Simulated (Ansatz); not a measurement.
H5NOSi, SMILES N[SiH2]O, the energy of protonation at one site

With Ansatz 0.2.0 through its Python package.

Input file `h5nosi.xyz`:
```text
8

N    -0.77260    0.74390   -0.75540
Si    0.49040    0.19960    0.10790
O    -0.07740   -1.26400    0.61310
H    -0.96790    0.11420   -1.48800
H    -1.62450    0.78260   -0.16520
H     0.74770    1.09520    1.26290
H     1.67300    0.02640   -0.78680
H     0.62350   -1.75510    1.15570
```

Run as a notebook:

In [1]:
```python
import ansatz as az
import numpy as np
```

In [2]:
```python
system = az.Crystal.molecule_from_extxyz('h5nosi.xyz')

setup = (
    system.calculation()
    .basis(gaussian='cc-pVDZ')  # atom-centred Gaussian functions
    .correlation('mp2', electrons='valence')  # correlation on top of the mean field
)
symbols = [site.symbol for site in system.cartesian_sites]
start = np.array([site.position_ang for site in system.cartesian_sites], dtype=float)
rep = setup.relax(force_tolerance=0.01, max_steps=100).run().report
end = np.array(rep['positions_ang'])
```

In [3]:
```python
# put the proton on the side away from the neighbours, slightly off axis
away = sum((end[0] - end[j]) / np.linalg.norm(end[0] - end[j]) for j in [1, 3, 4]) + np.array([0.15, 0.1, -0.2])
proton = end[0] + 1.0 * away / np.linalg.norm(away)
acid = az.Crystal.molecule()
for symbol, place in zip(symbols, end):
    acid = acid.atom(symbol, place.tolist())
acid = acid.atom('H', proton.tolist())
protonated = (
    acid.calculation()
    .basis(gaussian='cc-pVDZ')
    .correlation('mp2', electrons='valence')  # correlation on top of the mean field
    .charge(1)  # electrons removed from the neutral system
    .relax(force_tolerance=0.01, max_steps=80)  # relax until the tolerances are met
)
after = protonated.run().report
xyz = np.array(after['positions_ang'])
reach = np.linalg.norm(xyz[:-1] - xyz[-1], axis=1)
print(f'base {rep["free_energy_ev"]:.5f} eV, protonated {after["free_energy_ev"]:.5f} eV')
print(f'the proton ends {reach.min():.3f} A from {symbols[reach.argmin()]}{reach.argmin()}')
print(f'electronic proton affinity {96.485332 * (rep["free_energy_ev"] - after["free_energy_ev"]):.1f} kJ/mol')
```
```text
base -11474.73913 eV, protonated -11484.42567 eV
the proton ends 1.030 A from N0
electronic proton affinity 934.6 kJ/mol
```

Notes:
- These settings explore the input space; basis and method may be short of convergence.
- The proton is put on one chosen atom, which needn't be the most basic site, so the molecule's proton affinity can be higher; the ends are stationary points, not checked by frequencies, and zero-point and thermal terms count only where printed.
- It ran for 32 s on 1 thread of Arm Neoverse V1, on a shared host, peak memory 0.23 GiB.

(A comment or docstring line of the script was reworded after the run, the code is as it ran.)
